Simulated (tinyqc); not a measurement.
Inside a calculation (part 2 of 2). Method: MP2 on RHF in the sto-3g basis, for H3O+, spin multiplicity 1. Computed by tinyqc, a small Python program that keeps every step (integrals from PySCF). Command: `OMP_NUM_THREADS=1 python tinyqc.py 27097 27098 out.jsonl` (the two numbers bound the seeds that draw the settings). One thread of a shared host (Intel(R) Xeon(R) Processor @ 2.60GHz), about 0.1 s of CPU time with the checks.

Geometry (angstrom):
```
atom          x          y         z
O      0.000000   0.000000  0.398000
H      0.861000   0.000000  0.000000
H     -0.430000   0.745000  0.000000
H     -0.430000  -0.745000  0.000000
```

## Integrals over molecular orbitals

coefficients C:
```
              MO1        MO2        MO3        MO4        MO5        MO6        MO7        MO8
1O 1s    0.993939  -0.236737   0.000000  -0.000085  -0.081136  -0.156886  -0.000491   0.000000
1O 2s    0.028352   0.857024   0.000000   0.000465   0.398861   1.081653   0.003776   0.000000
1O 2px  -0.000004  -0.000172   0.000000   0.713329  -0.000382   0.002551  -0.920492   0.000000
1O 2py   0.000000   0.000000   0.713259   0.000000   0.000000   0.000000   0.000000   0.920886
1O 2pz  -0.004014  -0.164159   0.000000   0.000351   0.905678  -0.515989  -0.001804   0.000000
2H 1s   -0.005307   0.093236   0.000000   0.403388  -0.107905  -0.661646   1.027258   0.000000
3H 1s   -0.005316   0.093410   0.349330  -0.201622  -0.107736  -0.657796  -0.516668  -0.891798
4H 1s   -0.005316   0.093410  -0.349330  -0.201622  -0.107736  -0.657796  -0.516668   0.891798
```

core Hamiltonian H = T + V (hartree), lower triangle:
```
             1O 1s      1O 2s     1O 2px     1O 2py     1O 2pz      2H 1s      3H 1s      4H 1s
1O 1s   -33.289783
1O 2s    -7.747458  -9.894833
1O 2px    0.000017   0.000148  -8.130638
1O 2py    0.000000   0.000000   0.000000  -8.130830
1O 2pz    0.019930   0.233614  -0.000102   0.000000  -8.040471
2H 1s    -1.816847  -4.022814  -2.506874   0.000000   1.236585  -5.468857
3H 1s    -1.820015  -4.027612   1.254016  -2.172605   1.238523  -1.770887  -5.471832
4H 1s    -1.820015  -4.027612   1.254016   2.172605   1.238523  -1.770887  -1.772598  -5.471832
```

Given earlier and not repeated: Two-electron integrals (ij|kl) in chemists' order.

(pq|rs) = sum C_ip C_jq C_kr C_ls (ij|kl), one index at a time.

one-electron integrals over orbitals h = C^T H C (hartree), lower triangle:
```
            1          2          3          4          5          6          7          8
1  -33.271728
2    0.559882  -8.311367
3    0.000000   0.000000  -7.204642
4    0.000205   0.000039   0.000000  -7.204083
5    0.184980  -0.174158   0.000000  -0.000437  -7.817406
6    0.352089  -1.488471   0.000000  -0.005322   0.676258  -5.293190
7    0.001101  -0.004866   0.000000   1.669888   0.001314   0.000741  -5.641740
8    0.000000   0.000000  -1.669626   0.000000   0.000000   0.000000   0.000000  -5.642270
```

Two-electron integrals over orbitals (pq|rs), unique and non-zero (hartree):
```
(11|11) 4.743204    (21|11) -0.422711   (21|21) 0.060300    (22|11) 1.026048
(22|21) -0.013081   (22|22) 0.746167    (31|31) 0.014580    (32|31) 0.021826
(32|32) 0.141306    (33|11) 0.883134    (33|21) -0.006170   (33|22) 0.675275
(33|33) 0.682312    (41|11) -0.000153   (41|21) 0.000016    (41|22) -0.000022
(41|33) -0.002298   (41|41) 0.014581    (42|11) 0.000024    (42|21) -0.000011
(42|22) -0.000101   (42|33) -0.031848   (42|41) 0.021824    (42|42) 0.141246
(43|31) -0.002287   (43|32) -0.031823   (43|43) 0.041113    (44|11) 0.883086
(44|21) -0.006172   (44|22) 0.675189    (44|33) 0.599982    (44|41) 0.002306
(44|42) 0.031915    (44|44) 0.682269    (51|11) -0.143734   (51|21) 0.016134
(51|22) -0.017109   (51|33) -0.004856   (51|41) 0.000009    (51|42) -9.47e-07
(51|44) -0.004856   (51|51) 0.028659    (52|11) 0.064875    (52|21) -0.008703
(52|22) -0.030978   (52|33) 0.004282    (52|41) -1.86e-06   (52|42) -0.000009
(52|44) 0.004274    (52|51) 0.025563    (52|52) 0.125638    (53|31) 0.005053
(53|32) 0.008013    (53|43) 0.004619    (53|53) 0.038834    (54|11) 0.000106
(54|21) -0.000007   (54|22) 0.000019    (54|33) 0.004649    (54|41) 0.005052
(54|42) 0.008003    (54|44) -0.004581   (54|51) 0.000011    (54|52) 0.000045
(54|54) 0.038838    (55|11) 1.080704    (55|21) -0.015097   (55|22) 0.715610
(55|33) 0.656213    (55|41) -2.69e-06   (55|42) 0.000018    (55|44) 0.656182
(55|51) 0.013800    (55|52) 0.090424    (55|54) 0.000088    (55|55) 0.873840
(61|11) -0.281238   (61|21) 0.042087    (61|22) -0.004642   (61|33) -0.003337
(61|41) 0.000056    (61|42) 0.000058    (61|44) -0.003326   (61|51) 0.002575
(61|52) -0.015306   (61|54) 0.000008    (61|55) -0.016139   (61|61) 0.032503
(62|11) 0.341041    (62|21) -0.008621   (62|22) 0.154035    (62|33) 0.107843
(62|41) 0.000033    (62|42) 0.000143    (62|44) 0.107788    (62|51) -0.015965
(62|52) -0.025249   (62|54) 0.000068    (62|55) 0.137365    (62|61) -0.001076
(62|62) 0.091700    (63|31) 0.006961    (63|32) -0.006509   (63|43) 0.020503
(63|53) 0.007720    (63|63) 0.047053    (64|11) 0.001124    (64|21) -0.000026
(64|22) 0.000488    (64|33) 0.020917    (64|41) 0.006948    (64|42) -0.006690
(64|44) -0.020123   (64|51) -1.70e-06   (64|52) 0.000121    (64|54) 0.007767
(64|55) 0.000574    (64|61) 2.22e-06    (64|62) 0.000336    (64|64) 0.047303
(65|11) -0.137322   (65|21) -0.000746   (65|22) -0.077146   (65|33) -0.046045
(65|41) 0.000022    (65|42) 0.000131    (65|44) -0.045954   (65|51) 0.010675
(65|52) 0.024749    (65|54) 0.000062    (65|55) -0.070510   (65|61) -0.004385
(65|62) -0.050782   (65|64) -0.000166   (65|65) 0.035995    (66|11) 0.714459
(66|21) -0.006187   (66|22) 0.565038    (66|33) 0.525355    (66|41) 0.000061
(66|42) 0.000511    (66|44) 0.525752    (66|51) -0.019005   (66|52) -0.059210
(66|54) -0.000084   (66|55) 0.510000    (66|61) 0.001755    (66|62) 0.078437
(66|64) -0.000070   (66|65) -0.041527   (66|66) 0.505308    (71|11) -0.000887
(71|21) 0.000138    (71|22) -1.06e-06   (71|33) 0.002027    (71|41) -0.016171
(71|42) -0.022604   (71|44) -0.002063   (71|51) 0.000014    (71|52) -0.000039
(71|54) -0.005652   (71|55) -0.000046   (71|61) 0.000053    (71|62) -0.000047
(71|64) -0.007287   (71|65) -0.000034   (71|66) -0.000068   (71|71) 0.017980
(72|11) 0.001134    (72|21) -0.000026   (72|22) 0.000510    (72|33) -0.012883
(72|41) -0.014150   (72|42) -0.041711   (72|44) 0.013545    (72|51) -0.000043
(72|52) -0.000034   (72|54) -0.022447   (72|55) 0.000471    (72|61) -0.000048
(72|62) 0.000159    (72|64) -0.035657   (72|65) -0.000181   (72|66) 0.000254
(72|71) 0.014980    (72|72) 0.049928    (73|31) -0.002893   (73|32) -0.039035
(73|43) 0.003522    (73|53) 0.005761    (73|63) 0.021662    (73|73) 0.032891
(74|11) -0.360081   (74|21) 0.007762    (74|22) -0.145869   (74|33) -0.125176
(74|41) 0.002932    (74|42) 0.038965    (74|44) -0.118290   (74|51) -0.000937
(74|52) -0.044135   (74|54) -0.005770   (74|55) -0.183612   (74|61) 0.006097
(74|62) -0.079613   (74|64) -0.021943   (74|65) 0.034795    (74|66) -0.042644
(74|71) -0.003229   (74|72) 0.002960    (74|74) 0.145699    (75|11) -0.000270
(75|21) -2.72e-06   (75|22) -0.000135   (75|33) 0.012899    (75|41) -0.007809
(75|42) -0.046429   (75|44) -0.013110   (75|51) 0.000036    (75|52) 0.000109
(75|54) -0.023517   (75|55) -0.000112   (75|61) -0.000039   (75|62) -0.000165
(75|64) 0.014003    (75|65) -0.000014   (75|66) -0.000300   (75|71) 0.008459
(75|72) 0.011893    (75|74) -0.016357   (75|75) 0.036977    (76|11) -0.000097
(76|21) 0.000005    (76|22) 0.000048    (76|33) 0.037210    (76|41) -0.012135
(76|42) -0.094139   (76|44) -0.037432   (76|51) -0.000045   (76|52) -0.000151
(76|54) 0.012474    (76|55) -0.000143   (76|61) -0.000018   (76|62) 0.000022
(76|64) 0.039643    (76|65) -0.000166   (76|66) -0.000576   (76|71) 0.012815
(76|72) -0.002951   (76|74) -0.046444   (76|75) 0.035015    (76|76) 0.108466
(77|11) 0.789897    (77|21) -0.007673   (77|22) 0.589995    (77|33) 0.534601
(77|41) 0.000611    (77|42) 0.032493    (77|44) 0.606018    (77|51) -0.003430
(77|52) -0.000639   (77|54) -0.011755   (77|55) 0.577548    (77|61) -0.004647
(77|62) 0.072362    (77|64) -0.036812   (77|65) -0.026083   (77|66) 0.501773
(77|71) -0.000499   (77|72) 0.023491    (77|74) -0.058649   (77|75) -0.016393
(77|76) -0.057195   (77|77) 0.586914    (81|31) 0.016175    (81|32) 0.022612
(81|43) -0.002030   (81|53) 0.005654    (81|63) 0.007304    (81|73) -0.003209
(81|81) 0.017990    (82|31) 0.014147    (82|32) 0.041658    (82|43) 0.013256
(82|53) 0.022449    (82|63) 0.035650    (82|73) 0.003437    (82|81) 0.014982
(82|82) 0.049934    (83|11) 0.360069    (83|21) -0.007766   (83|22) 0.145773
(83|33) 0.118234    (83|41) 0.002915    (83|42) 0.039035    (83|44) 0.125210
(83|51) 0.000938    (83|52) 0.044134    (83|54) -0.005700   (83|55) 0.183592
(83|61) -0.006082   (83|62) 0.079609    (83|64) -0.021353   (83|65) -0.034684
(83|66) 0.043145    (83|71) -0.003251   (83|72) 0.003578    (83|74) -0.082415
(83|75) -0.016526   (83|76) -0.046684   (83|77) 0.093013    (83|83) 0.145805
(84|31) 0.002922    (84|32) 0.039047    (84|43) -0.003466   (84|53) -0.005721
(84|63) -0.021520   (84|73) -0.030735   (84|81) 0.003240    (84|82) -0.003312
(84|84) 0.032774    (85|31) 0.007810    (85|32) 0.046433    (85|43) -0.012959
(85|53) 0.023529    (85|63) -0.013901   (85|73) -0.016486   (85|81) 0.008463
(85|82) 0.011889    (85|84) 0.016463    (85|85) 0.036971    (86|31) 0.012132
(86|32) 0.093991    (86|43) -0.037056   (86|53) -0.012386   (86|63) -0.039174
(86|73) -0.046619   (86|81) 0.012817    (86|82) -0.002856   (86|84) 0.046517
(86|85) 0.034900    (86|86) 0.107806    (87|31) 0.000725    (87|32) 0.033340
(87|43) -0.036009   (87|53) -0.011844   (87|63) -0.037272   (87|73) -0.017723
(87|81) 0.000601    (87|82) -0.023275   (87|84) 0.017611    (87|85) 0.016633
(87|86) 0.057732    (87|87) 0.049058    (88|11) 0.790106    (88|21) -0.007677
(88|22) 0.590140    (88|33) 0.606316    (88|41) -0.000690   (88|42) -0.033049
(88|44) 0.534432    (88|51) -0.003430   (88|52) -0.000620   (88|54) 0.011846
(88|55) 0.577645    (88|61) -0.004654   (88|62) 0.072492    (88|64) 0.037515
(88|65) -0.026214   (88|66) 0.501166    (88|71) 0.000547    (88|72) -0.023024
(88|74) -0.093242   (88|75) 0.016498    (88|76) 0.057632    (88|77) 0.490410
(88|83) 0.058337    (88|88) 0.587646
```

## Second-order Moller-Plesset energy

orbital energies (hartree): MO1 -20.900698, MO2 -1.849445, MO3 -1.128954, MO4 -1.128715, MO5 -0.958118, MO6 0.133465, MO7 0.270903, MO8 0.271535

Hartree-Fock energy = -75.31373382 hartree

E2 = sum_ijab (ia|jb) [2 (ia|jb) - (ib|ja)] / (e_i + e_j - e_a - e_b) over occupied i, j and virtual a, b; the opposite-spin part is (ia|jb)^2 / denominator, the rest is same-spin, and SCS-MP2 scales them by 6/5 and 1/3.

Terms (the 40 largest of 117):
```
i  j  a  b    (ia|jb)    (ib|ja)  denominator       term
3  3  8  8   0.145805   0.145805    -2.800978  -0.007590
4  4  7  7   0.145699   0.145699    -2.799236  -0.007584
3  4  8  7  -0.082415  -0.030735    -2.800107  -0.003947
4  3  7  8  -0.082415  -0.030735    -2.800107  -0.003947
4  2  7  6  -0.079613  -0.035657    -3.382528  -0.002908
2  4  6  7  -0.079613  -0.035657    -3.382528  -0.002908
2  3  6  8   0.079609   0.035650    -3.383399  -0.002907
3  2  8  6   0.079609   0.035650    -3.383399  -0.002907
2  2  6  6   0.091700   0.091700    -3.965819  -0.002120
4  4  6  6   0.047303   0.047303    -2.524359  -0.000886
3  3  6  6   0.047053   0.047053    -2.524837  -0.000877
5  2  6  6  -0.050782  -0.050782    -3.074492  -0.000839
2  5  6  6  -0.050782  -0.050782    -3.074492  -0.000839
5  4  6  7   0.034795   0.014003    -2.491200  -0.000776
4  5  7  6   0.034795   0.014003    -2.491200  -0.000776
3  5  8  6  -0.034684  -0.013901    -2.492071  -0.000772
5  3  6  8  -0.034684  -0.013901    -2.492071  -0.000772
5  5  6  6   0.035995   0.035995    -2.183165  -0.000593
2  2  7  7   0.049928   0.049928    -4.240697  -0.000588
2  2  8  8   0.049934   0.049934    -4.241961  -0.000588
5  5  7  7   0.036977   0.036977    -2.458042  -0.000556
5  5  8  8   0.036971   0.036971    -2.459306  -0.000556
3  3  7  7   0.032891   0.032891    -2.799714  -0.000386
4  4  8  8   0.032774   0.032774    -2.800500  -0.000384
3  4  7  8  -0.030735  -0.082415    -2.800107   0.000230
4  3  8  7  -0.030735  -0.082415    -2.800107   0.000230
4  4  6  7  -0.021943  -0.021943    -2.661797  -0.000181
4  4  7  6  -0.021943  -0.021943    -2.661797  -0.000181
3  3  7  6   0.021662   0.021662    -2.662275  -0.000176
3  3  6  7   0.021662   0.021662    -2.662275  -0.000176
4  3  8  6  -0.021520  -0.021353    -2.662668  -0.000175
3  4  6  8  -0.021520  -0.021353    -2.662668  -0.000175
3  4  8  6  -0.021353  -0.021520    -2.662668  -0.000170
4  3  6  8  -0.021353  -0.021520    -2.662668  -0.000170
5  3  7  8  -0.016526  -0.016486    -2.629510  -0.000104
3  5  8  7  -0.016526  -0.016486    -2.629510  -0.000104
3  5  7  8  -0.016486  -0.016526    -2.629510  -0.000103
5  3  8  7  -0.016486  -0.016526    -2.629510  -0.000103
4  5  8  8   0.016463   0.016463    -2.629903  -0.000103
5  4  8  8   0.016463   0.016463    -2.629903  -0.000103
```

Pair energies (hartree; pair i-j sums ij and ji):
```
pair  opposite spin  same spin
1-1       -0.000040          0
2-1       -0.000039          0
2-2       -0.003296          0
3-1       -0.000010  -0.000016
3-2       -0.004512  -0.001142
3-3       -0.009206          0
4-1       -0.000010  -0.000016
4-2       -0.004511  -0.001142
4-3       -0.006217  -0.001908
4-4       -0.009215          0
5-1       -0.000015          0
5-2       -0.001846  -1.65e-10
5-3       -0.001535  -0.000347
5-4       -0.001539  -0.000347
5-5       -0.001705          0
```

MP2 correlation energy = -0.04861310 hartree

SCS-MP2 correlation energy = -0.05407340 hartree

MP2 total energy = -75.36234693 hartree
